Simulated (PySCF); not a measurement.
Basis-set dependence of population analyses: `CP(C)(C)=O`

C3H9OP.
Numbering: `[CH3:1][P:2]([CH3:3])([CH3:4])=[O:5]` (hydrogens: H6, H7, H8 on C1; H9, H10, H11 on C3; H12, H13, H14 on C4)

PBE0 throughout (PySCF), one geometry, spherical d and f functions. Isolated species at its PBE0-D3(BJ)/def2-SVP geometry, gas phase. Atoms taken as equivalent share a column and are averaged.

Mulliken charges (e):

```json
{"basis": "STO-3G", "functions": "38", "C1/C3/C4": "-0.387", "P2": "+0.910", "O5": "-0.505", "H6 (×9)": "+0.084"}
{"basis": "6-31G", "functions": "67", "C1/C3/C4": "-0.785", "P2": "+1.085", "O5": "-0.652", "H6 (×9)": "+0.214"}
{"basis": "6-31G*", "functions": "92", "C1/C3/C4": "-0.755", "P2": "+0.941", "O5": "-0.576", "H6 (×9)": "+0.211"}
{"basis": "def2-SVP", "functions": "119", "C1/C3/C4": "-0.231", "P2": "+0.488", "O5": "-0.526", "H6 (×9)": "+0.081"}
{"basis": "6-311+G(2d,p)", "functions": "197", "C1/C3/C4": "-0.602", "P2": "+0.771", "O5": "-0.575", "H6 (×9)": "+0.179"}
{"basis": "def2-TZVP", "functions": "215", "C1/C3/C4": "-0.432", "P2": "+0.565", "O5": "-0.559", "H6 (×9)": "+0.143"}
```

IAO charges (e):

| basis | functions | C1/C3/C4 | P2 | O5 | H6 (×9) |
| --- | --- | --- | --- | --- | --- |
| STO-3G | 38 | -0.593 | +1.174 | -0.642 | +0.139 |
| 6-31G | 67 | -0.680 | +1.353 | -0.872 | +0.173 |
| 6-31G* | 92 | -0.688 | +1.530 | -0.926 | +0.162 |
| def2-SVP | 119 | -0.678 | +1.527 | -0.916 | +0.158 |
| 6-311+G(2d,p) | 197 | -0.705 | +1.570 | -0.953 | +0.167 |
| def2-TZVP | 215 | -0.711 | +1.588 | -0.956 | +0.167 |

Hirshfeld charges (e):

```tsv
basis	functions	C1/C3/C4	P2	O5	H6 (×9)
STO-3G	38	-0.107	+0.560	-0.404	+0.018
6-31G	67	-0.149	+0.447	-0.469	+0.052
6-31G*	92	-0.146	+0.390	-0.430	+0.053
def2-SVP	119	-0.160	+0.442	-0.426	+0.051
6-311+G(2d,p)	197	-0.162	+0.416	-0.429	+0.055
def2-TZVP	215	-0.163	+0.411	-0.423	+0.056
```

Some averages cover members that differ in this geometry, most widely: H6 (×9), Mulliken in 6-31G +0.196 to +0.224; H6 (×9), Mulliken in 6-311+G(2d,p) +0.162 to +0.188; H6 (×9), Mulliken in def2-SVP +0.065 to +0.090 e.

Which scheme is steadiest as the basis changes?

Largest range over the bases for any column: Hirshfeld 0.17 e, IAO 0.41 e, Mulliken 0.60 e. Hirshfeld charges move least and Mulliken charges most, counted in e. Without the minimal STO-3G basis the ranges are Hirshfeld 0.06, IAO 0.23, Mulliken 0.60 e.

How much do the charges still move between the two largest bases, 6-311+G(2d,p) and def2-TZVP?

At most, over all atoms: Mulliken 0.206 e, IAO 0.018 e, Hirshfeld 0.006 e.

What do the same runs give for the total energy, the frontier levels and the dipole moment?

```csv
basis,energy (Eh),HOMO (eV),LUMO (eV),μ (D)
STO-3G,-529.5973,-2.17,7.70,3.00
6-31G,-535.8231,-6.98,1.89,5.00
6-31G*,-535.9705,-7.16,2.00,4.29
def2-SVP,-535.7381,-7.16,1.25,4.14
"6-311+G(2d,p)",-536.0762,-7.50,-0.23,4.51
def2-TZVP,-536.1001,-7.46,0.66,4.35
```

The dipole is fixed by the density alone, so its range of 2.00 D shows that the density itself changes with the basis, not only its division among atoms.
